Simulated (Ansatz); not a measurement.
**BaAg2GeS4 (I-42m, No. 121): band gap by level of theory**

No measured value is used here.

| level (code) | value (eV) |
|---|---|
| LDA (Ansatz) | (withheld) |
| PBEsol (Ansatz) | 0.47 |
| B3LYP (VWN-RPA form) (Ansatz) | 1.96 |
| HSE06 (Ansatz) | 1.65 |
| PBE0 (Ansatz) | 2.32 |

**Question.** What belongs in the gaps?

**Answer.** 
- LDA (Ansatz, a first-principles code), value (eV): 0.37

Computed values are for a static lattice. Levels without +SOC have no spin–orbit coupling; where heavier elements are present it shifts gaps, mostly down, and can invert bands.  Values are at the measured cell. Cutoffs and k meshes differ between the levels. Ansatz's density-functional and Hartree–Fock values are scalar-relativistic unless marked +SOC, with PAW data made under PBE.
